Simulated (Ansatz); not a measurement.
Ansatz (a quantum-chemistry and plane-wave program) input:

Ansatz 0.2 input:
```yaml
crystal:
  periodic: [false, false, false]
  atoms:
    - {symbol: F, position_ang: [-0.00000000, -0.00000000, -0.69824324]}
    - {symbol: F, position_ang: [0.00000000, 0.00000000, 0.69824324]}
basis:
  gaussian:
    orbitals: def2-TZVP
hamiltonian:
  xc: {name: SVWN5}
relax: {f_tol: 0.003, max_steps: 100}
```

Question: Predict the final energy.

Answer: -198.33917 Eh (SVWN5/def2-TZVP). The basis has 62 functions.
